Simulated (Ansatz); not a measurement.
Results of r²SCAN (Ansatz, a program for electronic structure, plane waves, PAW) for fcc Ni.

Run with plane-wave cutoff 600 eV, 20×20×20 k mesh, Fermi–Dirac smearing 0.1 eV, finite displacements, spin-polarised with parallel moments, scalar-relativistic PAW data made under PBE.

The cell has the measured lattice parameters. Conventional cell: a = 3.5241 Å, b = 3.5241 Å, c = 3.5241 Å, α = 90.00°, β = 90.00°, γ = 90.00°.

```
CELL_PARAMETERS angstrom
      0.00000     1.76205     1.76205
      1.76205     0.00000     1.76205
      1.76205     1.76205     0.00000
ATOMIC_POSITIONS crystal
  Ni 0.00000 0.00000 0.00000
```

Harmonic phonon frequencies (cm⁻¹; i marks an imaginary mode):

| q point | frequencies |
|---|---|
| X | 205 205 274 |
| L | 148 148 275 |

No imaginary mode appears at these points.

Note: the cell isn't this level's own, so it is under some stress, which shifts stiffness and frequencies.
